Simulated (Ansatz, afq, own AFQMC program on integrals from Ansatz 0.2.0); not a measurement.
# HClF, doublet in cc-pVTZ, levels against CCSDT(Q)

```xyz
3

Cl    0.0000    0.0000   -1.5030
H     0.0000    0.0000    0.2140
F     0.0000    0.0000    1.2890
```

Connectivity, by distances: Cl ··· FH.

Basis cc-pVTZ. Noble-gas cores (and the filled d shells of Ga–Kr and In–Xe) are frozen. Integrals, coupled cluster, full CI and functionals: Ansatz 0.2.0; the random walks run on the same integrals in our own AFQMC program. ph-AFQMC/CISD is guided by a CISD state made of CCSD amplitudes; releasing the constraint for a short imaginary time cuts its bias at the price of noise, slowly where states lie close. Error bars are statistical, one sigma.

Determinant: UHF, the one that the program's search chose, which needn't be the lowest solution. The geometry is a point of a scan.

No full CI on the walks' own integrals is used here; CCSDT(Q) serves as the reference and is uncertain by about the last step of the cluster series.

Cautions: the released energies move by 1.5 errors or more from one time to the next, so no released level is given (meV from the phaseless value at times in 1/Eh: -25 ± 7 at 0.24, -18 ± 6 at 0.51, -39 ± 8 at 0.99, -2 ± 11 at 1.50).

```
T1 diagnostic                               : 0.0102
weight of the determinant in the CISD state : 0.884
⟨S²⟩ of the determinant                     : 0.760
size of the correlated space                : 15 electrons in 72 orbitals
```

Reference: CCSDT(Q), correlation energy -13.070 eV.

```csv
level,E − E(reference) (mEh),share of correlation (%)
HF,480.31,0.00
MP2,37.30,92.23
CCSD,15.03,96.87
CCSD(T),1.25,99.74
CCSDT,0.55,99.89
ph-AFQMC/CISD,0.70 ± 0.19,99.85
```

A walk keeps the symmetry of its determinant, which the program's search chose and which needn't be the lowest solution, so a lower state of the same spin and another symmetry isn't excluded.
